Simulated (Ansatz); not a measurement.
**C₄H₃ClO: up Jacob's ladder to CCSD(T)**

The task here is to estimate one member of a computed series from the others.

Program: Ansatz 0.2.0, Gaussian basis. Level of theory: functionals in def2-TZVPP, the program's frozen cores in correlated methods. These are calculated values, not measurements.

Plan: LDA (SPW92), PBE-D4, revPBE-D4, BLYP-D4, r2SCAN-D4, B97M-V, PBE0-D4, B3LYP-D4, r2SCANh-D4, r2SCAN0-D4, HSE06-D4, BHLYP-D4, CAM-B3LYP-D4, LC-ωPBE, ωB97X-V, ωB97M-V, B2PLYP, PBE-QIDH; CCSD(T)/def2-SVP; CCSD(T)/def2-TZVPP; MP2/def2-QZVPP; extrapolation to the limit; RPA on PBE.

**The relaxed structure**

The geometry comes from an earlier relaxation with PBE0-D4 in a triple-zeta def2 set; it is a stationary point, not always the lowest conformer.

9 atoms, charge 0, spin multiplicity 1.

Atoms are counted from 1 here; the program's logs count them from 0.

Bond lengths: Cl1–C2 1.691 Å, C2–C3 1.353 Å, C2–O6 1.344 Å, C3–C4 1.427 Å, C3–H7 1.077 Å, C4–C5 1.352 Å, C4–H8 1.078 Å, C5–O6 1.358 Å, C5–H9 1.077 Å. Angles: Cl1–C2–C3 131.8°, Cl1–C2–O6 116.6°, C3–C2–O6 111.6°, C2–C3–C4 105.2°, C2–C3–H7 126.4°, C4–C3–H7 128.4°, C3–C4–C5 106.4°, C3–C4–H8 127.2°, C5–C4–H8 126.4°, C4–C5–O6 110.4°, C4–C5–H9 133.9°, O6–C5–H9 115.7°, C2–O6–C5 106.4°.

Set-up of the first run:

Contents of in.yaml:

```yaml
crystal:
  periodic: [false, false, false]
  atoms:
    - {symbol: Cl, position_ang: [0.886334, 1.044184, -2.489290]}
    - {symbol: C, position_ang: [0.353157, 0.434676, -1.005242]}
    - {symbol: C, position_ang: [0.647097, -0.707192, -0.340649]}
    - {symbol: C, position_ang: [-0.121898, -0.649330, 0.860048]}
    - {symbol: C, position_ang: [-0.809284, 0.513869, 0.817978]}
    - {symbol: O, position_ang: [-0.525652, 1.190300, -0.324501]}
    - {symbol: H, position_ang: [1.321001, -1.481161, -0.667152]}
    - {symbol: H, position_ang: [-0.153872, -1.383456, 1.649004]}
    - {symbol: H, position_ang: [-1.508382, 0.991911, 1.482703]}
basis:
  gaussian: {orbitals: def2-TZVPP}
hamiltonian: {xc: lda}
output: {orbitals: {seedname: orbitals}}
```

The run is started by

```console
$ ansatz run in.yaml --threads 4 --pin off --events-out ev --progress --plain --max-ram 10444MiB
```

Steps of the session up to this table: LDA; PBE-D4 (GGA); revPBE-D4 (GGA); BLYP-D4 (GGA); r2SCAN-D4 (meta-GGA); B97M-V (meta-GGA); PBE0-D4 (hybrid); B3LYP-D4 (hybrid); r2SCANh-D4 (hybrid); r2SCAN0-D4 (hybrid); HSE06-D4 (hybrid); BHLYP-D4 (hybrid); CAM-B3LYP-D4 (range-separated); LC-ωPBE (range-separated); ωB97X-V (range-separated); ωB97M-V (range-separated); B2PLYP (double hybrid); PBE-QIDH (double hybrid).

One of the session's tables, all rows but one given; the rest of the session is left out.

It belongs to the step «Frontier levels by functional». 

```
  functional  HOMO (eV)  gap (eV)
 LDA (SPW92)      -5.78      4.59
      PBE-D4      -5.57      4.62
   revPBE-D4          ?         ?
     BLYP-D4      -5.41      4.58
   r2SCAN-D4      -5.73      4.95
      B97M-V      -5.72      5.01
     PBE0-D4      -6.62      6.61
    B3LYP-D4      -6.41      6.17
  r2SCANh-D4      -6.13      5.70
  r2SCAN0-D4      -6.73      6.81
    HSE06-D4      -6.22      5.83
    BHLYP-D4      -7.50      8.53
CAM-B3LYP-D4      -7.89      9.00
     LC-ωPBE      -9.22     11.46
     ωB97X-V      -8.83     11.04
     ωB97M-V      -8.73     10.87
```

**Question.** Estimate the row for revPBE-D4.

The run gave: HOMO (eV): -5.50; gap (eV): 4.64. In the column «HOMO (eV)» it lies between PBE-D4 (-5.57) and BLYP-D4 (-5.41).
